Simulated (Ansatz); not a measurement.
Reaction (SMILES): SC (CH3-SH) + [H][H] (H2) → C (CH4) + S (H2S)
B3LYP-D3(BJ)/def2-TZVP geometries, fixed; electronic energies without zero-point terms.

Basis-set convergence of the energy of full hydrogenation at PBE with Ansatz (an electronic-structure program). Cartesian d functions, on some or all atoms, in 6-31G*, 6-31+G*, 6-31G**, 6-311G**, 6-311+G**; all else is spherical. The program fits the integrals of some runs and decomposes those of others, by size. No added dispersion term, no relativity. Functions are those of the species that has most. Reference: the value in aug-pcseg-3, -19.17 kcal/mol, itself unsure by roughly 0.02 kcal/mol (its mean distance from aug-cc-pV(Q+d)Z, cc-pV(5+d)Z, def2-QZVPPD). Deviations are taken from unrounded values.

```
basis              functions
-----------------  ---------
STO-3G                    18
3-21G                     30
6-31G                     30
6-31G*                    42
6-31+G*                   50
6-31G**                   54
6-311G**                  69
6-311+G**                 77
6-311++G(2d,2p)          102
6-311++G(3df,3pd)        158
```

**Question.** Which is the smallest Pople set listed that can be trusted to 4 kcal/mol here, that is, within that of the reference together with its larger relatives (same family, alike in diffuse functions; a set with none to test it counts only in the reference's own line)?

**Answer.** The smallest set listed that lies within 4 kcal/mol of the reference with all its larger relatives (same family, alike in diffuse functions; a set with none counts only in the reference's own line) is 3-21G (30 functions, 2.55 kcal/mol off), level with 6-31G. Value minus reference: STO-3G 8.59, 3-21G 2.55, 6-31G 1.56, 6-31G* 2.06, 6-31+G* 1.19, 6-31G** 0.99, 6-311G** -0.31, 6-311+G** -0.39, 6-311++G(2d,2p) -0.50, 6-311++G(3df,3pd) -0.20 kcal/mol.
